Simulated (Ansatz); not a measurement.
System: Hg₃O₂SO₄ (P3₁21, No. 152; cell taken from a computed entry). Method: PBEsol (PAW; Ansatz, a program for electronic structure).

Settings: plane-wave cutoff 520 eV, 6×6×4 k mesh (along the axes of the cell as run), Fermi–Dirac smearing 0.01 eV, scalar-relativistic PAW data made under PBE.

Cell (relaxed with PBEsol):

```cif
data_Hg9O18S3
_chemical_formula_sum 'Hg9 S3 O18'
_space_group_name_H-M_alt 'P 1'
_space_group_IT_number 1
_cell_length_a 7.04377
_cell_length_b 7.04377
_cell_length_c 10.27596
_cell_angle_alpha 90.000
_cell_angle_beta 90.000
_cell_angle_gamma 120.000
loop_
_space_group_symop_operation_xyz
  'x, y, z'
loop_
_atom_site_label
_atom_site_type_symbol
_atom_site_fract_x
_atom_site_fract_y
_atom_site_fract_z
_atom_site_occupancy
Hg1 Hg 0.50219 0.19784 0.67841 1
Hg2 Hg 0.80216 0.30435 0.01174 1
Hg3 Hg 0.69565 0.49781 0.34507 1
Hg4 Hg 0.19784 0.50219 0.32159 1
Hg5 Hg 0.30435 0.80216 0.98826 1
Hg6 Hg 0.49781 0.69565 0.65493 1
Hg7 Hg 0.70921 0.00000 0.33333 1
Hg8 Hg 0.00000 0.70921 0.66667 1
Hg9 Hg 0.29079 0.29079 0.00000 1
S1 S 0.00000 0.23517 0.66667 1
S2 S 0.76483 0.76483 0.00000 1
S3 S 0.23517 0.00000 0.33333 1
O1 O 0.11995 0.42016 0.57200 1
O2 O 0.57984 0.69980 0.90533 1
O3 O 0.30020 0.88005 0.23867 1
O4 O 0.42016 0.11995 0.42800 1
O5 O 0.69980 0.57984 0.09467 1
O6 O 0.88005 0.30020 0.76133 1
O7 O 0.14143 0.47004 0.04573 1
O8 O 0.52996 0.67139 0.37906 1
O9 O 0.32861 0.85857 0.71239 1
O10 O 0.47004 0.14143 0.95427 1
O11 O 0.67139 0.52996 0.62094 1
O12 O 0.85857 0.32861 0.28761 1
O13 O 0.15759 0.19505 0.74103 1
O14 O 0.80495 0.96255 0.07437 1
O15 O 0.03745 0.84241 0.40770 1
O16 O 0.19505 0.15759 0.25897 1
O17 O 0.96255 0.80495 0.92563 1
O18 O 0.84241 0.03745 0.59230 1
```

### Question
Predict the band gap and smallest direct gap on the k points sampled.

### Answer

- band gap = 0.67 eV
- smallest direct gap on the k points sampled = 1.08 eV

Spin–orbit coupling is not included.

Static lattice: no zero-point or thermal effects.
